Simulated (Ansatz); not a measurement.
Molecule: phosphine, PH3, charge 0, multiplicity 1. 
Structure (B3LYP-D3(BJ)/def2-TZVP (Ansatz, an electronic-structure program) minimum search):
```
P
H 1 1.4188
H 1 1.4188 2 93.38
H 1 1.4188 2 93.38 3 93.59
```

Basis-set convergence of Hartree-Fock and CCSD correlation energies (hartree) with Ansatz. Cores are frozen in the correlated levels unless marked. No spin-orbit coupling. No relativistic terms.

```json
[
 {"basis": "def2-SVPD", "functions": "48", "E(HF)": "-342.36643", "E(corr, CCSD)": "-0.17109"},
 {"basis": "def2-TZVPPD", "functions": "99", "E(HF)": "-342.48402", "E(corr, CCSD)": "-0.19970"},
 {"basis": "def2-QZVPPD", "functions": "175", "E(HF)": "-342.49404", "E(corr, CCSD)": "-0.20887"}
]
```

Extrapolating the two largest sets (X = 3 and 4) as X^-3: E(corr) = (64·(-0.20887) - 27·(-0.19970))/37 = -0.2156 Eh, an estimate of the basis-set limit. The largest set recovers 96.9 % of it, the smallest 79.4 %.
